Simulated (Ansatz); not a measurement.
Mulliken charges of C₂H₆FN, SMILES `CC(N)F` from ωB97M-V/def2-TZVPP in Ansatz (PBE0-D4/def2-TZVP geometry).

```
atom   x (Å)   y (Å)   z (Å)  charge (e)
  C1  -0.979   0.425  -0.401      -0.289
  C2   0.084  -0.517   0.098       0.180
  N3   1.103   0.155   0.802      -0.263
  F4   0.589  -1.215  -1.025      -0.250
  H5  -0.531   1.187  -1.044       0.093
  H6  -1.467   0.919   0.440       0.110
  H7  -1.725  -0.118  -0.980       0.108
  H8  -0.338  -1.295   0.741       0.087
  H9   1.526   0.885   0.244       0.111
 H10   1.822  -0.477   1.127       0.114
```

Task: By hand: the dipole of these point charges (1 e Å = 4.8032 D).

Result: Σ q r = (-0.189, 0.177, 0.244) e Å, of length 0.356 e Å = 1.71 D.

Task: How does the dipole of the full density compare? (An estimate is asked.)

Result: The calculation gave: (0.006, 0.155, 0.153) e Å, 1.05 D; the point charges give 1.63 times that, at 35° from its direction.

Point charges leave out the atoms' own dipoles, such as those of lone pairs, and Mulliken's split depends on the basis, so the two needn't agree.
